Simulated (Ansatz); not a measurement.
Input for Ansatz (development build ahead of 0.2.0):

```yaml
crystal:
  periodic: [false, false, false]
  atoms:
    - { symbol: O, position_ang: [0.0, 0.0, 0.0] }
    - { symbol: F, position_ang: [0.0, 0.0, 1.4217] }
basis:
  gaussian: { orbitals: def2-SVP }
magnetization:
  spin_polarized: true
  initial_magnetization: 1
hamiltonian:
  xc: hf
correlation:
  method: mp2
  frozen_orbitals: { F: 1, O: 1 }
scf:
  omitted_lower_state_checks: [starts, atomic_configurations, cluster_reference, orbital_swaps, given_window_search, neighbouring_geometries, increment]
```

The input is written out in the form of the current development build from the run's settings.

The run gave:

| Quantity | Value |
| --- | --- |
| Converged | yes |
| Reference energy | -173.97089 hartree |
| Correlation energy | -0.32375 hartree |
| Total energy | -174.29464 hartree |
| Spin squared of the determinant | 0.889 |
| Stability test | minimum |
| Occupied orbitals by symmetry in an Abelian subgroup (alpha; beta) | 5 A1 2 B1 2 B2; 5 A1 2 B1 1 B2 |

Messages of the program:
```
mean field -4733.98907345 eV, -173.9708896362 hartree, gradient 3.3e-6 eV, S^2 0.888619; 0 other ends of a descent, 0 dependent functions left out
```

Caution: the unrestricted determinant is spin contaminated.
